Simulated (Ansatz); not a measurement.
All numbers below come from DFT, m-r2SCAN, plane waves (500 eV) with PAW, scalar-relativistic in Ansatz 0.2.0. (PAW data from PBE, frozen cores regenerated.)

An element in the fcc structure gives this curve. The cell is scaled uniformly from the relaxed one, with fractional coordinates and shape fixed. Energies are extrapolated to zero smearing, pressures are those at the given smearing. Magnetic state: non-magnetic.

```tsv
V (Å³/atom)	E − E₀ (meV/atom)	P (GPa)
12.507	306.8	65.93
13.076	123.8	38.39
13.644	27.7	16.72
14.213	0.0	-0.31
14.781	25.9	-13.67
15.350	93.9	-24.10
15.918	194.7	-32.21
```

Task: Which element is it?
A. iridium
B. aluminium
C. silver
D. ruthenium

Result: A. Its fit is V₀ = 14.20 Å³/atom, B₀ = 377 GPa, B₀′ = 5.0.

m-r²SCAN is r²SCAN on the gauge-invariant kinetic-energy density; without spin polarisation the two are equal.
